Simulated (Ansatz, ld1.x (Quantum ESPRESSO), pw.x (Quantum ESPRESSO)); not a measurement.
Equation-of-state test of one PAW potential (Nb (Z = 41))

Nb (Z = 41), PAW, made with ld1.x (Quantum ESPRESSO) 7.5 (PBEsol, scalar-relativistic). Core [Ar] 3d10, reference 4s2 4p6 4d4 5s1 5p0. Waves: 4s (bound): rcut 1.90, rcutus 2.20 bohr; 5s (bound): rcut 1.90, rcutus 2.20 bohr; 4p (bound): rcut 2.10, rcutus 2.50 bohr; 5p (bound, empty): rcut 2.10, rcutus 2.50 bohr; 4d (bound): rcut 2.05, rcutus 2.15 bohr; 4d channel at 0.5 Ry: rcut 2.05, rcutus 2.15 bohr. Local part: all-electron potential smoothed inside 2.30 bohr (lloc = -2). Core correction: none. Augmentation charge: BESSEL, radius 1.75 bohr.

Atomic tests: cutoffs needed: 21 Ry and 35 Ry (the cutoffs (Ry, on a coarse ladder) from which the occupation-weighted sum of valence levels, in a spherical-Bessel basis at the reference potential, stays within 10 and 1 mRy of its value at 400 Ry); ghost test: no extra level below or beside the all-electron valence levels (s, p, d, f tested) (spherical-Bessel basis up to 400 Ry, 20 bohr box); configuration tests: test run stopped at test 4 of 7 (negative rho).

Crystal test: fcc Nb in pw.x 7.5, no spin, 14³ k-points, Fermi–Dirac smearing 0.01 Ry, cutoffs 45/360 Ry. The reference is all-electron LAPW (Ansatz 0.2.0) with the same functional, mesh and smearing; V0 and B0 come from Birch–Murnaghan fits to the pressures at five volumes. Errors are pseudo minus all-electron; Δ is the rms difference of the E(V) curves that follow from these fits, minima aligned, over ±6 % about the mean V0. Mesh and smearing are coarse, so the numbers serve the comparison and aren't converged zero-temperature values; the lattice is a test structure that the element need not adopt.

All-electron: a0 = 4.172 Å (V0 = 18.15 Å³/atom), B0 = 173.4 GPa.

**Question.** How far does the potential miss the all-electron equation of state?

**Answer.** mean pressure error (GPa): +1.04; a0 (Å): 4.180; a0 error (%): +0.19; B0 error (%): +1.9; Δ (meV/atom): 4.0. Atomic configuration tests: test run stopped at test 4 of 7 (negative rho).

| V (Å³/atom) | P all-electron (GPa) | P pseudo (GPa) |
| --- | --- | --- |
| 17.222 | 10.03 | 11.46 |
| 17.675 | 4.84 | 6.04 |
| 18.128 | 0.22 | 1.23 |
| 18.581 | -3.89 | -3.04 |
| 19.034 | -7.55 | -6.85 |

**Question.** At the middle volume, how do free energy and pressure move when the wave cutoff is lowered (ecutrho held at 360 Ry)?

**Answer.**

```tsv
cutoff (Ry)	shift of F (meV/atom)	shift of P (GPa)
20	+222.3	-14.15
27	+49.6	-0.02
36	+5.7	-0.35
```

Input at the middle volume:

```
&control
  calculation='scf', prefix='x', pseudo_dir='./', outdir='./tmp', tstress=.true., disk_io='none'
/
&system
  ibrav=0, nat=1, ntyp=1, ecutwfc=45, ecutrho=360, nbnd=14,
  occupations='smearing', smearing='fd', degauss=0.01
/
&electrons
  conv_thr=1e-09, mixing_beta=0.4, electron_maxstep=70
/
ATOMIC_SPECIES
Nb 1.0 Nb.UPF
CELL_PARAMETERS angstrom
  0.00000000 2.08500275 2.08500275
  2.08500275 0.00000000 2.08500275
  2.08500275 2.08500275 0.00000000
ATOMIC_POSITIONS crystal
Nb 0.0000 0.0000 0.0000
K_POINTS automatic
14 14 14 0 0 0
```

```bash
pw.x < Nb.scf.in > Nb.scf.out
```

Lines of the output:

```
Message from routine setup:
     using ibrav=0 with symmetry is DISCOURAGED, use correct ibrav instead
     lattice parameter (alat)  =       5.5721  a.u.
     unit-cell volume          =     122.3338 (a.u.)^3
     number of electrons       =        13.00
     number of Kohn-Sham states=           14
     kinetic-energy cutoff     =      45.0000  Ry
     charge density cutoff     =     360.0000  Ry
     scf convergence threshold =      1.0E-09
     Exchange-correlation= SLA  PW   PSX  PSC
     number of k points=   104  Fermi-Dirac smearing, width (Ry)=  0.0100
     iteration #  1     ecut=    45.00 Ry     beta= 0.40
     total energy              =    -330.01177779 Ry
     estimated scf accuracy    <       0.11196317 Ry
     iteration #  2     ecut=    45.00 Ry     beta= 0.40
     total energy              =    -330.01348401 Ry
     estimated scf accuracy    <       0.01504594 Ry
     iteration #  3     ecut=    45.00 Ry     beta= 0.40
     total energy              =    -330.01573235 Ry
     estimated scf accuracy    <       0.00032316 Ry
     iteration #  4     ecut=    45.00 Ry     beta= 0.40
     total energy              =    -330.01587462 Ry
     estimated scf accuracy    <       0.00005580 Ry
     iteration #  5     ecut=    45.00 Ry     beta= 0.40
     total energy              =    -330.01588364 Ry
     estimated scf accuracy    <       0.00000947 Ry
     iteration #  6     ecut=    45.00 Ry     beta= 0.40
     total energy              =    -330.01588399 Ry
     estimated scf accuracy    <       0.00000063 Ry
     iteration #  7     ecut=    45.00 Ry     beta= 0.40
     total energy              =    -330.01588426 Ry
     estimated scf accuracy    <       0.00000001 Ry
     iteration #  8     ecut=    45.00 Ry     beta= 0.40
     the Fermi energy is    17.4046 ev
!    total energy              =    -330.01588429 Ry
     estimated scf accuracy    <          6.4E-10 Ry
     smearing contrib. (-TS)   =      -0.00662013 Ry
     The total energy is F=E-TS. E is the sum of the following terms:
     one-electron contribution =     -12.91718194 Ry
     hartree contribution      =      18.50307181 Ry
     xc contribution           =     -13.95515160 Ry
     ewald contribution        =     -98.32806328 Ry
     one-center paw contrib.   =    -223.31193915 Ry
     convergence has been achieved in   8 iterations
          total   stress  (Ry/bohr**3)                   (kbar)     P=       12.32
     Message from routine punch:
     Nothing written, as per user request (disk_io='none')
```

The run at the middle volume (104 k-points, 8 iterations) took about 17 s on one core of a shared host (Neoverse-V1, 32 threads, 247 GiB, load 15).
